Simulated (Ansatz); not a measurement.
```yaml
crystal:
  periodic: [false, false, false]
  atoms:
    - {symbol: Mo, position_ang: [0.000000, 0.000000, 0.000000]}
    - {symbol: Ge, position_ang: [0.000000, 0.000000, 2.650000]}
basis:
  gaussian: {orbitals: def2-TZVP}
total_charge: 1
magnetization: {spin_polarized: true, initial_magnetization: 3}
hamiltonian: {xc: pbe0}
relax: {f_tol: 0.004, max_steps: 80}
```

```sh
$ ansatz run in.yaml --threads 1 --pin off --events-out ev --progress --plain --max-ram 2176MiB
```

Steps of the relaxation (energy above the last step; positions in Å, forces in eV/Å):

```
2
step 1, 109.4 meV
Mo    0.000    0.000    0.000    0.000    0.000    0.861
Ge    0.000    0.000    2.650    0.000    0.000   -0.861
```

```
2
step 2, 22.0 meV
Mo    0.000    0.000    0.063    0.000    0.000    0.477
Ge    0.000    0.000    2.587    0.000    0.000   -0.477
```

```
2
step 3, 20.3 meV
Mo    0.000    0.000    0.141    0.000    0.000   -0.606
Ge    0.000    0.000    2.509    0.000    0.000    0.606
```

```
2
step 5, 0.0 meV
Mo    0.000    0.000    0.106    0.000    0.000    0.002
Ge    0.000    0.000    2.544    0.000    0.000   -0.002
```

Close pairs at the end: Mo1–Ge2 2.439 Å.

A stationary point of unrestricted PBE0 after 5 steps, with ⟨S²⟩ = 4.782 against 3.75 for a pure state. 56 s on 1 thread of Intel Xeon 6975P-C, shared host.
